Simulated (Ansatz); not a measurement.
We consider rock-salt ZrC, described by PBE0-D3(BJ) (Ansatz, an electronic-structure program, plane waves, PAW).

Numerical settings: plane-wave cutoff 460 eV, 10×10×10 k mesh, Fermi–Dirac smearing 0.05 eV, scalar-relativistic PAW data made under PBE.

A third-order Birch–Murnaghan fit to the energies gives V0 = 12.598 Å³/atom, B0 = 250 GPa, B′ = 4.0.

```tsv
V (Å³/atom)	P (GPa)
11.956	…
12.271	6.94
12.586	0.25
12.785	-3.58
13.215	…
```

Question: Estimate the withheld pressures from this fit; the answers are the runs' own values.

Answer: 
- 11.956, P (GPa): 14.51
- 13.215, P (GPa): -10.88

The formula P = (3/2) B0 (x^(7/3) − x^(5/3)) [1 + (3/4)(B′ − 4)(x^(2/3) − 1)] with x = V0/V meets the computed pressures within 0.02 GPa when these rounded values are put in.

Measured, for comparison: bulk modulus 223 GPa (temperature not stated, not corrected to a static lattice, from single-crystal elastic constants, our sources range from 208 to 223; as tabulated in arXiv:1102.4063); equilibrium volume per atom 12.95 Å³/atom (temperature not stated, not corrected to a static lattice; as tabulated in Zhang et al. (2018), doi:10.1088/1367-2630/aac7f0). Computed (rounded) less measured: bulk modulus +12 % (+12 % to +20 % over the range), equilibrium volume per atom -2.7 %.

Static lattice: no zero-point or thermal effects.
